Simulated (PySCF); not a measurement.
An element was calculated at r2SCAN (PySCF 2.14, spin-free X2C, a triple-zeta basis, no spin-orbit coupling), in the ground configurations that NIST lists.

```
first ionisation energy  : 12.994 eV
second ionisation energy : 23.792 eV
third ionisation energy  : 39.817 eV
```

**Question.** Which element is it?

**Answer.** Chlorine (Cl, Z = 17), in x2c-TZVPPall. NIST lists 12.968, 23.814, 39.8 ± 0.11 eV for these ionisation energies.
